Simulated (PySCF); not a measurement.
Species: C4H6S.
SMILES: `CCC=C=S`

Torsions of this conformer, `[CH3:1][CH2:2][CH:3]=[C:4]=[S:5]`: C1–C2–C3–C4 -114°.

The closed-shell ground state was solved at several levels (PySCF, density fitting, gas phase, non-relativistic). One conformer (not necessarily the lowest) at the PBE0-D3(BJ)/def2-SVP geometry, without solvent, vibrations or thermal averaging.

```
         level  basis functions  HOMO (eV)  LUMO (eV)  gap (eV)  dipole (D)
PBE0/def2-SVPD              155      -6.29      -2.11      4.18        1.82
 PBE0/pcSseg-1              122      -6.28      -2.07      4.21        1.76
```

Question: What might KT3/pcSseg-2 (271 basis functions) give for the same quantities?

Answer: HOMO -5.27 eV, LUMO -2.97 eV, gap 2.30 eV, dipole 1.69 D.

Question: Over all these levels, which gives the widest orbital gap and which the narrowest?

Answer: PBE0/pcSseg-1 (global hybrid, 25 % exact exchange) has the widest, 4.21 eV, and KT3/pcSseg-2 (GGA) the narrowest, 2.30 eV. Functional and basis both differ between the two, so the spread mixes both effects.

Question: How far do the dipole and the HOMO energy spread over the levels?

Answer: The dipole runs from 1.69 to 1.82 D (mean 1.76 D) and the HOMO from -6.29 to -5.27 eV.
